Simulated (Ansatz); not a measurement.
Coupled-cluster run, C₃H₆FNO (`CC(O)(F)C=N`).

```yaml
crystal:
  periodic: [false, false, false]
  atoms:
    - {symbol: C, position_ang: [-1.067203, -0.236705, -0.963508]}
    - {symbol: C, position_ang: [-0.024405, -0.378324, 0.112892]}
    - {symbol: O, position_ang: [0.760587, -1.476689, -0.179520]}
    - {symbol: F, position_ang: [-0.668877, -0.592101, 1.325073]}
    - {symbol: C, position_ang: [0.837079, 0.862067, 0.265292]}
    - {symbol: N, position_ang: [0.951302, 1.578508, 1.292855]}
    - {symbol: H, position_ang: [-1.757791, 0.567287, -0.710011]}
    - {symbol: H, position_ang: [-0.591163, -0.015119, -1.919133]}
    - {symbol: H, position_ang: [-1.615059, -1.175680, -1.050072]}
    - {symbol: H, position_ang: [1.487520, -1.518644, 0.451582]}
    - {symbol: H, position_ang: [1.418866, 1.109377, -0.627557]}
    - {symbol: H, position_ang: [0.346045, 1.220722, 2.036008]}
basis:
  gaussian: {orbitals: def2-TZVPP}
correlation: {method: ccsd_t}
```

```sh
$ ansatz run in.yaml --threads 4 --pin off --events-out ev --progress --plain --max-ram 10444MiB
```

Output of Ansatz, abridged:

```
Functional definition: HF
1657 factors; integrals over basis functions are off by at most 9.5e-4 eV
mean field evaluation 1: about -9409.4595 eV, gradient 4.7e1 eV
mean field evaluation 2: about -9409.7594 eV, gradient 4.7e1 eV
mean field evaluation 4: about -9414.5034 eV, gradient 5.3e0 eV
mean field evaluation 8: about -9414.5992 eV, gradient 4.0e-1 eV
mean field evaluation 16: about -9414.6004 eV, gradient 2.0e-6 eV
mean field -9414.60039236 eV, -345.9801829741 hartree, gradient 2.0e-6 eV, S^2 0.000000; 0 other end points of the search recorded, 0 dependent functions left out
6 core orbitals not correlated: weight in the atoms' cores, before any rotation towards them, 1.000 or more for the frozen orbitals, at most 0.000 for the correlated occupied ones
reference -9414.60039236 eV, -345.9801829741 hartree; 18, 18 occupied and 246, 246 virtual orbitals, 1657 factors
second order -32.29080934 eV of doubles, -0.00000000 eV of singles
cycle   1  -32.21752502 eV  change    7.3e-2 eV  update   1.2e-1
cycle   2  -32.95332971 eV  change   -7.4e-1 eV  update   3.5e-2
cycle   3  -33.12750142 eV  change   -1.7e-1 eV  update   1.7e-2
cycle   4  -33.11259925 eV  change    1.5e-2 eV  update   4.1e-3
cycle   5  -33.11160528 eV  change    9.9e-4 eV  update   1.8e-3
cycle   6  -33.11307699 eV  change   -1.5e-3 eV  update   5.5e-4
cycle   7  -33.11296256 eV  change    1.1e-4 eV  update   2.5e-4
cycle   8  -33.11281129 eV  change    1.5e-4 eV  update   9.6e-5
cycle   9  -33.11284106 eV  change   -3.0e-5 eV  update   4.9e-5
cycle  10  -33.11283970 eV  change    1.4e-6 eV  update   2.2e-5
perturbative correction -1.31324768 eV, -0.0482609621 hartree
Total energy: -9449.02647974 eV, -347.2453183503 hartree
```

It took 4.3 min on 4 threads of an Arm Neoverse V2 on a shared host, with 7.9 GiB of host memory at the peak.

Correlation energy per correlated electron: -0.956 eV. T1 diagnostic: 0.0119.
